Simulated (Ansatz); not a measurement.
# BSiH (singlet): from Hartree-Fock to the top rungs at distance Si1–H3 = 1.238 Å, 6-31G

The task here is to estimate one member of a computed series from the others.

Method: 6-31G, core rule «outside noble gas», up to 6 orbitals frozen; program: Ansatz 0.2.0, Gaussian basis.

To be run: UHF; CCSD(T) on RHF; CCSD(T) on UHF; BCCD(T) on RHF; CISD; CCSDT(Q) on RHF; CCSDT(Q) on UHF; CISDTQ; CCSDTQ on RHF; CCSDTQ on UHF; CASSCF and MRCISD+Q, 2 electrons in 2 orbitals; CASSCF and NEVPT2, 2 electrons in 2 orbitals; CASSCF and MRCISD+Q, 8 electrons in 9 orbitals; CASSCF and MRCISD+Q(relaxed), 8 electrons in 9 orbitals; CASSCF and NEVPT2, 8 electrons in 9 orbitals; Full CI.

29 further runs of the same task are left out: 12 for a known fault of the program, 13 that didn't finish, 4 set aside as unsound or not needed.

### What is computed

The geometry derives from a PBE0/def2-TZVP stationary point (not a proven minimum). One bond is set to the value named and the two fragments are kept rigid.

3 atoms, charge 0, spin multiplicity 1.

Atoms are counted from 1 here; the program's logs count them from 0.

Bond lengths: Si1–B2 2.039 Å, Si1–H3 1.238 Å. Angles: B2–Si1–H3 180.0°.

Set-up of the first run:

File in.yaml:

```yaml
crystal:
  periodic: [false, false, false]
  atoms:
    - {symbol: Si, position_ang: [0.000000, 0.000000, 0.266852]}
    - {symbol: B, position_ang: [0.000000, 0.000000, -1.771704]}
    - {symbol: H, position_ang: [0.000000, 0.000000, 1.504852]}
basis:
  gaussian: {orbitals: 6-31G}
magnetization: {spin_polarized: true, initial_magnetization: 0}
hamiltonian: {xc: hf}
output: {orbitals: {seedname: orbitals}}
```

Started as:

```console
> ansatz run in.yaml --threads 1 --pin off --events-out ev --progress --plain --max-ram 2393MiB
```

Among the steps run: UHF; CCSD(T) on RHF; CCSD(T) on UHF; BCCD(T) on RHF; CISD; CCSDT(Q) on RHF; CCSDT(Q) on UHF; CISDTQ; CCSDTQ on RHF; CCSDTQ on UHF; CASSCF and MRCISD+Q, 2 electrons in 2 orbitals; CASSCF and NEVPT2, 2 electrons in 2 orbitals; CASSCF and MRCISD+Q, 8 electrons in 9 orbitals; CASSCF and MRCISD+Q(relaxed), 8 electrons in 9 orbitals; CASSCF and NEVPT2, 8 electrons in 9 orbitals; Full CI.

One of the session's tables, all rows but one given; the rest of the session is left out.

```
                   method  from FCI (meV)
                      RHF         +3459.1
                     RMP2         +1236.0
                     CISD          +535.4
                    RCCSD          +299.8
                 RCCSD(T)          +143.7
                  BCCD(T)          +144.7
                   RCCSDT           +58.7
                   CISDTQ           +67.0
                RCCSDT(Q)               ?
                  RCCSDTQ            +3.6
           CASSCF valence          +816.8
           NEVPT2 valence          +249.5
           MRCISD valence           +21.2
         MRCISD+Q valence            +3.2
MRCISD+Q(relaxed) valence            -5.3
                      FCI               0
```

**Question.** Estimate the row for RCCSDT(Q).

**Answer.** from FCI (meV): +20.1. In the column «from FCI (meV)» it lies between RCCSDTQ (+3.6) and MRCISD valence (+21.2).

Among the levels timed on like hardware and quicker than the yardstick, those that no quicker one beats, quickest first: RCCSD(T) (0.33 s, +143.7 meV); RCCSDT(Q) (0.84 s, +20.1 meV); MRCISD+Q valence (7 s, +3.2 meV).

Left out of the table: CASSCF pair, NEVPT2 pair, MRCISD pair, MRCISD+Q pair (the active space lost an orbital or holds another state than full CI finds).

To keep in mind: The report flags that the cluster equations may have other roots. The yardstick is full CI for this spin, exact in this basis with these frozen cores. Left out of the table: UHF, UMP2, UCCSD, UCCSD(T), UCCSDT, UCCSDT(Q), UCCSDTQ (another determinant or state than the rows shown). The program flags RCCSDT(Q), RCCSDTQ as in doubt, so those rows may rest on another solution; read them beside their warnings. MRCISD+Q(relaxed) valence falls below full CI: the +Q correction isn't variational, and the cores differ from full CI's. Of the multireference levels listed MRCISD+Q valence comes nearest in total energy (+3.2 meV), which doesn't show that its space is the better one. Warnings in the runs' records: large difference, other roots, passed over end.
